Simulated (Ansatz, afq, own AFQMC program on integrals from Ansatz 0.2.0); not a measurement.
**Where AFQMC and coupled cluster stand for AlSiH3, singlet**

```yaml
atoms:
  - { symbol: Si, position_ang: [-0.0068, 0.0000, 1.1479] }
  - { symbol: Al, position_ang: [-0.0741, 0.0000, -1.1139] }
  - { symbol: H, position_ang: [0.8288, 1.0249, 0.2130] }
  - { symbol: H, position_ang: [0.8288, -1.0249, 0.2130] }
  - { symbol: H, position_ang: [0.5154, 0.0000, -2.5943] }
```

Connectivity, by distances: Si–AlH, 2 bridging H.

Basis cc-pVDZ. Only valence electrons are correlated. Ansatz 0.2.0 and our own AFQMC program on the same integrals; the CISD trial comes from CCSD amplitudes, and released means the phaseless constraint is let go. Uncertainties: one standard error, sampling alone.

Determinant: RHF, the one that the program's search chose, which needn't be the lowest solution. The geometry is a PBE0/def2-TZVP stationary point of this or a neighbouring charge and spin state.

No full CI on the walks' own integrals is used here; CCSDT(Q) serves as the reference and is uncertain by about the last step of the cluster series.

The T1 diagnostic is 0.0175 and the weight of the determinant in the CISD state is 0.856. The size of the correlated space is 10 electrons in 41 orbitals.

Reference: CCSDT(Q), correlation energy -5.857 eV. The released energy is read at 2.40 1/Eh (meV from the phaseless value at times in 1/Eh: -21 ± 13 at 0.24, -11 ± 12 at 0.51, -10 ± 12 at 0.99, 18 ± 12 at 1.62, 1 ± 16 at 2.40).

| level | E − E(reference) (meV) | share of correlation (%) |
| --- | --- | --- |
| HF | 5856.5 | 0.00 |
| MP2 | 1263.9 | 78.42 |
| CCSD | 263.9 | 95.49 |
| CCSD(T) | 49.8 | 99.15 |
| CCSDT | 14.5 | 99.75 |
| ph-AFQMC/HF | -108.1 ± 55.4 | 101.85 |
| ph-AFQMC/CISD | 5.1 ± 9.4 | 99.91 |
| released AFQMC | 5.8 ± 16.5 | 99.90 |

A walk keeps the symmetry of its determinant, which the program's search chose and which needn't be the lowest solution, so a lower state of the same spin and another symmetry isn't excluded. Released energies are given only where the last usable release times agree within the noise; a slower fall can still hide under it.
